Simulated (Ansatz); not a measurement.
System: NO, charge 1, singlet. NO+ (parent SMILES O=[N], singlet).
B3LYP-D3(BJ)/def2-TZVP minimum from Ansatz (a quantum-chemistry and plane-wave program):
```
N
O 1 1.0564
```
Charge +1, spin multiplicity 1.

Total energies in aug-cc-pVQZ, 10 correlated electrons, 2 frozen orbitals. Open shells are spin-unrestricted; no spin-orbit coupling. Cores are frozen in correlated methods. No relativity.

```json
[
 {"method": "HF", "program": "Ansatz", "energy (Eh)": "-128.97722", "minus CCSDT(Q) (mEh)": "444.47"},
 {"method": "MP2", "program": "Ansatz", "energy (Eh)": "-129.40931", "minus CCSDT(Q) (mEh)": "12.38"},
 {"method": "CCSD", "program": "Ansatz", "energy (Eh)": "-129.39902", "minus CCSDT(Q) (mEh)": "22.66"},
 {"method": "CCSD(T)", "program": "Ansatz", "energy (Eh)": "-129.42007", "minus CCSDT(Q) (mEh)": "1.62"},
 {"method": "CCSDT(Q)", "program": "Ansatz", "energy (Eh)": "-129.42169", "minus CCSDT(Q) (mEh)": "0.00"}
]
```

Rough core times of Ansatz's runs on a shared machine: CCSD(T) 20 s, CCSDT(Q) 20 min.
